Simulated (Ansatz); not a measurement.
# Al2F+ (triplet): wave-function methods side by side, cc-pVDZ

Aim: climb from Hartree-Fock through coupled cluster for Al2F+ (triplet) at one geometry and basis, and see what each rung misses.

Computed with Ansatz 0.2.0, Gaussian basis. Level: cc-pVDZ, core rule «outside noble gas», up to 11 orbitals frozen.

The runs, in order: UHF; CCSD(T) on ROHF; CCSD(T) on UHF; BCCD(T) on ROHF; CISD; CCSDT(Q) on ROHF; CCSDT(Q) on UHF.

32 further runs of the same task are left out: 11 for a known fault of the program, 9 that didn't finish, 12 set aside as unsound or not needed.

## (1) What is computed

The geometry is a PBE0/def2-TZVP stationary point (not a proven minimum) of the parent state, kept for this charge and spin.

3 atoms, charge 1, spin multiplicity 3.

Atoms are counted from 1 here; the program's logs count them from 0.

Bond lengths: Al1–Al2 2.338 Å, Al2–F3 1.647 Å. Angles: Al1–Al2–F3 180.0°.

## (2) UHF

The input, in.yaml:

```yaml
crystal:
  periodic: [false, false, false]
  atoms:
    - {symbol: Al, position_ang: [0.000000, 0.000000, 2.107800]}
    - {symbol: Al, position_ang: [0.000000, 0.000000, -0.230400]}
    - {symbol: F, position_ang: [0.000000, 0.000000, -1.877400]}
basis:
  gaussian: {orbitals: cc-pVDZ}
total_charge: 1
magnetization: {spin_polarized: true, initial_magnetization: 2}
hamiltonian: {xc: hf}
output: {orbitals: {seedname: orbitals}}
```

Started as:

```sh
> ansatz run in.yaml --threads 1 --pin off --events-out ev --progress --plain --max-ram 2393MiB
```

After this run come: CCSD(T) on ROHF; CCSD(T) on UHF; BCCD(T) on ROHF; CISD; CCSDT(Q) on ROHF; CCSDT(Q) on UHF.

Before running them: what should the planned runs give, taken together? Wanted: UCCSDT(Q) below the RHF energy; RMP2 from UCCSDT(Q); UMP2 from UCCSDT(Q); RCCSD from UCCSDT(Q); RCCSD(T) from UCCSDT(Q); UCCSD(T) from UCCSDT(Q); RCCSDT(Q) from UCCSDT(Q); T1 diagnostic.

**Answer**, as computed:

| quantity | value |
| --- | --- |
| UCCSDT(Q) below the RHF energy | -7.5458 eV |
| RMP2 from UCCSDT(Q) | +652.8 meV |
| UMP2 from UCCSDT(Q) | +645.9 meV |
| RCCSD from UCCSDT(Q) | +211.1 meV |
| RCCSD(T) from UCCSDT(Q) | +45.6 meV |
| UCCSD(T) from UCCSDT(Q) | +45.0 meV |
| RCCSDT(Q) from UCCSDT(Q) | +4.4 meV |
| levels within 1 kcal/mol (43 meV) | BCCD(T), RCCSDT, UCCSDT, RCCSDT(Q) |
| T1 diagnostic | 0.029 |

In words: RCCSD(T) lands +45.6 meV from the yardstick (0.6 % of the correlation energy). These misses are within one basis, not against nature; the frozen cores of restricted and unrestricted runs differ, which can shift their rows.
